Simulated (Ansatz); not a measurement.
A geometry relaxed with Ansatz (a first-principles code) with B3LYP-D3(BJ)/def2-TZVP, charge 0, multiplicity 2:

```xyz
7

C     -0.6124     0.0975     0.0098
H      1.2987    -0.9546     0.5177
H     -1.1040    -0.4701    -0.7954
H     -0.8766     1.1459    -0.1464
H     -1.0707    -0.2356     0.9442
C      0.8566    -0.1073     0.0120
H      1.5045     0.5049    -0.5999
```

### Question
Write the SMILES of this molecule.

### Answer
`[CH2]C`
